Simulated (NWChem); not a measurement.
**One shape, several levels: CH4BO (SMILES [BH]OC)**

We compute a comparison of 5 runs (UHF/def2-TZVP, UPBE/def2-TZVP, UPBE0/def2-TZVP, USVWN5/def2-TZVP, UMP2/def2-TZVP) of CH4BO. 

The calculation is run with NWChem 7.3.0.

## 1. The structure to begin with

CH4BO: 7 atoms, total charge 0, spin state doublet. SMILES: `[BH]OC`. The shape is that of a PBE0-D4/def2-TZVP optimisation. This is one conformer, not always the lowest.

Bond lengths: B1–O2 1.320 Å, O2–C3 1.426 Å, B1–H4 1.207 Å, C3–H5 1.093 Å, C3–H6 1.090 Å, C3–H7 1.090 Å. Angles: B1–O2–C3 124.1°, O2–B1–H4 124.7°, O2–C3–H5 110.9°, O2–C3–H6 108.4°, O2–C3–H7 108.4°, H5–C3–H6 109.9°, H5–C3–H7 109.9°, H6–C3–H7 109.2°.

## 2. Energy and gradient at UHF/def2-TZVP (run 1)

Contents of ch4bo.nw:

```
start ch4bo
memory total 2200 mb

geometry units angstrom noautosym nocenter noautoz
 B     -1.319600    -1.025700    -0.172900
 O     -0.272400    -0.707100     0.564500
 C      0.642200     0.338600     0.243900
 H     -1.628500    -0.474200    -1.201600
 H      0.357800     0.834000    -0.687600
 H      0.643000     1.059300     1.062300
 H      1.638900    -0.092800     0.145600
end

basis "ao basis" spherical bse
 * library def2-TZVP
end

scf
 doublet
 uhf
 thresh 1e-08
 maxiter 80
 print medium
end

task scf gradient
```

Launch:

```
$ nwchem ch4bo.nw > ch4bo.out
```

Standard output:

```text
[...]
  functions       =   117
[...]
  wavefunction    = UHF
[...]
         Total SCF energy =   -139.764747685345
      One electron energy =   -317.572248255485
      Two electron energy =    113.171313777431
 Nuclear repulsion energy =     64.636186792709
                       Sz =      0.5000
                 Sz(Sz+1) =      0.7500
                      S^2 =      0.7544
[...]
                         UHF ENERGY GRADIENTS
    atom               coordinates                        gradient
                 x          y          z           x          y          z
   1 B      -2.493682  -1.938292  -0.326734   -0.000698  -0.001380   0.000971
   2 O      -0.514761  -1.336225   1.066750   -0.004053  -0.007699   0.005276
   3 C       1.213582   0.639861   0.460904    0.001430   0.002511  -0.001617
   4 H      -3.077419  -0.896108  -2.270695   -0.001174   0.001573  -0.003250
   5 H       0.676144   1.576031  -1.299376   -0.002060   0.003311  -0.006390
   6 H       1.215094   2.001787   2.007456    0.000198   0.004406   0.005338
   7 H       3.097072  -0.175367   0.275144    0.006358  -0.002722  -0.000328
[...]
```

Run time: 57 s. Hardware: 1 thread of Intel Xeon Platinum 8488C (Sapphire Rapids), shared host; peak memory 0.12 GiB.

## 3. Energy and forces at UPBE/def2-TZVP (run 2)

Contents of sp.xyz:

```xyz
7
CH4BO
B     -1.319600    -1.025700    -0.172900
O     -0.272400    -0.707100     0.564500
C      0.642200     0.338600     0.243900
H     -1.628500    -0.474200    -1.201600
H      0.357800     0.834000    -0.687600
H      0.643000     1.059300     1.062300
H      1.638900    -0.092800     0.145600
```

Contents of run.py:

```python
from ase.io import read
from ase.calculators.nwchem import NWChem

system = read('sp.xyz')

calc = NWChem(
    label='sp',
    theory='dft',
    memory='2200 mb',
    basis='def2-TZVP',
    basispar='spherical bse',
    dft={'xc': 'xpbe96 cpbe96', 'mult': '2', 'grid': 'fine', 'convergence': 'energy 1e-08', 'iterations': '100', 'mulliken': None, 'print': 'low'},
)
system.calc = calc

forces = system.get_forces()
e = system.get_potential_energy()
print(f"E = {e:.6f} eV")
print("forces (eV/A):")
for s, f in zip(system.symbols, forces):
    print(f"{s:2s} {f[0]:10.5f} {f[1]:10.5f} {f[2]:10.5f}")
```

Launch:

```
$ export ASE_NWCHEM_COMMAND="nwchem PREFIX.nwi > PREFIX.nwo"
$ python run.py
```

Standard output:

```text
E = -3820.591183 eV
forces (eV/A):
B    -0.31470   -0.19093   -0.10182
O    -0.06428   -0.33224    0.34751
C     0.22713    0.25089   -0.06788
H    -0.05440    0.05780   -0.13179
H    -0.05348    0.13056   -0.22255
H     0.01435    0.17555    0.19468
H     0.24544   -0.09163   -0.01815
```

The calculator wrote sp.nwi:

```
title "sp"

permanent_dir sp

scratch_dir sp

start sp

geometry units angstrom nocenter noautosym noautoz
  B  -1.3196000000000001e+00 -1.0257000000000001e+00 -1.7290000000000000e-01
  O  -2.7239999999999998e-01 -7.0709999999999995e-01 5.6450000000000000e-01
  C  6.4219999999999999e-01 3.3860000000000001e-01 2.4390000000000001e-01
  H  -1.6285000000000001e+00 -4.7420000000000001e-01 -1.2016000000000000e+00
  H  3.5780000000000001e-01 8.3399999999999996e-01 -6.8759999999999999e-01
  H  6.4300000000000002e-01 1.0592999999999999e+00 1.0623000000000000e+00
  H  1.6389000000000000e+00 -9.2799999999999994e-02 1.4560000000000001e-01
end

memory 2200 mb

basis spherical bse noprint
   * library def2-TZVP
end

dft
  xc xpbe96 cpbe96
  mult 2
  grid fine
  convergence energy 1e-08
  iterations 100
  mulliken
  print low
end

task dft gradient
```

sp.nwo:

```text
Northwest Computational Chemistry Package (NWChem) 7.3.0
             --------------------------------------------------------

           Job information
           ---------------

    nwchem branch   = 7.3.0
    use scalapack   = T
    input           = sp.nwi
    prefix          = sp.
    data base       = sp/sp.db
    status          = startup
    nproc           =        1

           Memory information
           ------------------

    heap     =     72089598 doubles =      550.0 Mbytes
    stack    =     72089595 doubles =      550.0 Mbytes
    global   =    144179200 doubles =     1100.0 Mbytes (distinct from heap & stack)
    total    =    288358393 doubles =     2200.0 Mbytes
    verify   = yes
    hardfail = no

           Directory information
           ---------------------

  0 permanent = sp
  0 scratch   = sp

                                NWChem Input Module
                                -------------------

                                        sp
                                        --

[... 28 lines left out ...]
            Nuclear Dipole moment (a.u.)
[... 92 lines left out ...]
   convergence    iter        energy       DeltaE   RMS-Dens  Diis-err    time
[... 13 lines left out ...]
         Total DFT energy =     -140.404137417306
      One electron energy =     -317.642077489887
           Coulomb energy =      131.960792367489
    Exchange-Corr. energy =      -19.359039087618
 Nuclear repulsion energy =       64.636186792709
[... 61 lines left out ...]
     --------------------------
     Expectation value of S2:
     --------------------------
      <S2> =      0.7527 (Exact =     0.7500)

                         DFT ENERGY GRADIENTS

    atom               coordinates                        gradient
                 x          y          z           x          y          z
   1 B      -2.493682  -1.938292  -0.326734    0.006120   0.003713   0.001980
   2 O      -0.514761  -1.336225   1.066750    0.001250   0.006461  -0.006758
   3 C       1.213582   0.639861   0.460904   -0.004417  -0.004879   0.001320
   4 H      -3.077419  -0.896108  -2.270695    0.001058  -0.001124   0.002563
   5 H       0.676144   1.576031  -1.299376    0.001040  -0.002539   0.004328
   6 H       1.215094   2.001787   2.007456   -0.000279  -0.003414  -0.003786
   7 H       3.097072  -0.175367   0.275144   -0.004773   0.001782   0.000353

 Task  times  cpu:       51.8s     wall:       51.8s
 Total times  cpu:       51.9s     wall:       51.9s
```

It took 53 s on 1 thread of Intel Xeon Platinum 8488C (Sapphire Rapids), shared host; peak memory 0.13 GiB.

Run 3 isn't shown in full; the table further down has it.

## 4. Energy and forces at USVWN5/def2-TZVP (run 4)

Contents of calc.xyz:

```xyz
7
CH4BO gradient
B     -1.319600    -1.025700    -0.172900
O     -0.272400    -0.707100     0.564500
C      0.642200     0.338600     0.243900
H     -1.628500    -0.474200    -1.201600
H      0.357800     0.834000    -0.687600
H      0.643000     1.059300     1.062300
H      1.638900    -0.092800     0.145600
```

Contents of calc.nw:

```
START calc
TITLE "CH4BO gradient"
memory stack 880 mb heap 220 mb global 1100 mb

GEOMETRY noautosym nocenter noautoz
 load format xyz calc.xyz
END

BASIS spherical bse
 B library def2-TZVP
 O library def2-TZVP
 C library def2-TZVP
 H library def2-TZVP
END

DFT
 xc slater vwn_5
 mult 2
 grid fine
 convergence energy 1e-08
 iterations 100
 mulliken
END

TASK dft gradient
```

Launch:

```
$ nwchem calc.nw > calc.out
```

Standard output:

```text
[...]
          Wavefunction type:  spin polarized.
          No. of atoms     :     7
          No. of electrons :    23
[...]
          Charge           :     0
          Spin multiplicity:     2
[...]
          AO basis - number of functions:   117
[...]
              XC Information
              --------------
                        Slater Exchange Functional  1.000 local
                      VWN V Correlation Functional  1.000 local
[...]
 d= 0,ls=0.0,diis     1   -139.2958212358 -2.04D+02  4.64D-03  3.25D-01     2.5
[...]
 d= 0,ls=0.0,diis    12   -139.3733963984 -2.09D-09  1.19D-07  7.07D-10    26.4
[...]
         Total DFT energy =     -139.373396398366
      One electron energy =     -317.521018474216
           Coulomb energy =      131.753088492929
    Exchange-Corr. energy =      -18.241653209787
 Nuclear repulsion energy =       64.636186792709
[...]
      Total Density - Mulliken Population Analysis
     ---------------------------------------------
    Atom       Charge   Shell Charges
 -----------   ------   -------------------------------------------------------
    1 B    5     5.13   0.90  1.07  0.53  0.56  0.16  0.94  0.68  0.17  0.06  0.05  0.02
    2 O    8     8.08   0.78  1.19  0.59  0.86  0.29  1.93  1.79  0.62  0.00  0.03  0.00
    3 C    6     6.29   0.84  1.13  0.52  0.66  0.15  1.34  1.19  0.38  0.02  0.06  0.01
    4 H    1     0.97   0.25  0.47  0.24  0.01
    5 H    1     0.86   0.26  0.46  0.12  0.02
    6 H    1     0.83   0.26  0.47  0.08  0.02
    7 H    1     0.83   0.26  0.47  0.08  0.02
[...]
      <S2> =      0.7522 (Exact =     0.7500)
[...]
  wavefunction    = open shell
                         DFT ENERGY GRADIENTS
    atom               coordinates                        gradient
                 x          y          z           x          y          z
   1 B      -2.493682  -1.938292  -0.326734   -0.005452   0.001213  -0.007452
   2 O      -0.514761  -1.336225   1.066750    0.004069  -0.000146   0.004608
   3 C       1.213582   0.639861   0.460904    0.004324   0.005438  -0.002149
   4 H      -3.077419  -0.896108  -2.270695    0.000615  -0.002313   0.003577
   5 H       0.676144   1.576031  -1.299376    0.002344  -0.002650   0.005884
   6 H       1.215094   2.001787   2.007456   -0.000108  -0.004058  -0.004852
   7 H       3.097072  -0.175367   0.275144   -0.005793   0.002516   0.000384
[...]
```

It took 40 s on 1 thread of Intel Xeon Platinum 8488C (Sapphire Rapids), shared host; peak memory 0.13 GiB.

## 5. Energy and gradient at UMP2/def2-TZVP (run 5)

Contents of a.nw:

```
start a
title "CH4BO mp2"
memory stack 880 mb heap 220 mb global 1100 mb
charge 0

geometry noautosym nocenter noautoz
   B     -1.319600    -1.025700    -0.172900
   O     -0.272400    -0.707100     0.564500
   C      0.642200     0.338600     0.243900
   H     -1.628500    -0.474200    -1.201600
   H      0.357800     0.834000    -0.687600
   H      0.643000     1.059300     1.062300
   H      1.638900    -0.092800     0.145600
end

basis spherical bse
   * library def2-TZVP
end

scf
   doublet
   uhf
   thresh 1e-08
   maxiter 80
end

mp2
   freeze core 3
   tight
end

task mp2 gradient
```

Launch:

```
$ nwchem a.nw > a.out
```

Standard output:

```text
[...]
  functions       =   117
[...]
  wavefunction    = UHF
[...]
         Total SCF energy =   -139.764747685345
      One electron energy =   -317.572248255485
      Two electron energy =    113.171313777431
 Nuclear repulsion energy =     64.636186792709
                       Sz =      0.5000
                 Sz(Sz+1) =      0.7500
                      S^2 =      0.7544
[...]
          Total MP2 energy          -140.241631487265
[...]
                         mp2 ENERGY GRADIENTS
    atom               coordinates                        gradient
                 x          y          z           x          y          z
   1 B      -2.493682  -1.938292  -0.326734    0.008387   0.001008   0.007841
   2 O      -0.514761  -1.336225   1.066750   -0.005055   0.001899  -0.007877
   3 C       1.213582   0.639861   0.460904   -0.004199  -0.005305   0.002093
   4 H      -3.077419  -0.896108  -2.270695   -0.000791   0.000790  -0.001850
   5 H       0.676144   1.576031  -1.299376   -0.000109   0.000769  -0.001077
   6 H       1.215094   2.001787   2.007456    0.000330   0.001061   0.000943
   7 H       3.097072  -0.175367   0.275144    0.001437  -0.000222  -0.000073
[...]
```

Wall time 2 min (1 thread of Intel Xeon Platinum 8488C (Sapphire Rapids), shared host); peak memory 0.44 GiB.

## 6. All runs side by side

```csv
run,level,iteration cap,module,energy (Eh),dipole moment (D),HOMO energy (eV),LUMO energy (eV),wall time
1,UHF/def2-TZVP,80,scf,-139.764748,2.29,-8.84,2.62,57 s
2,UPBE/def2-TZVP,100,dft,-140.404137,–,–,–,53 s
3,UPBE0/def2-TZVP,100,dft,-140.417611,–,–,–,56 s
4,USVWN5/def2-TZVP,100,dft,-139.373396,2.53,-4.16,-2.42,40 s
5,UMP2/def2-TZVP,80,mp2,-140.241631,2.46,-8.84,2.62,2 min
```

## 7. Outcome

```
                                                         quantity          value
                                              run 5: total energy  -140.24163 Eh
   run 5: dipole moment (of the density that the program reports)         2.46 D
run 5: HOMO energy (Hartree–Fock orbitals) (highest over α and β)       -8.84 eV
 run 5: LUMO energy (Hartree–Fock orbitals) (lowest over α and β)        2.62 eV
               run 5: correlation energy (3 core orbitals frozen)     -476.9 mEh
                         run 5: ⟨S²⟩ of the reference determinant          0.754
                                  run 5: largest force on an atom     0.593 eV/Å
```

In words: Over runs 1, 4, 5 the dipole moment (its size) runs from 2.29 D (UHF/def2-TZVP) to 2.53 D (USVWN5/def2-TZVP). Totals of different functionals can't be ranked against each other. All runs together took 5.4 min, the longest 2 min.
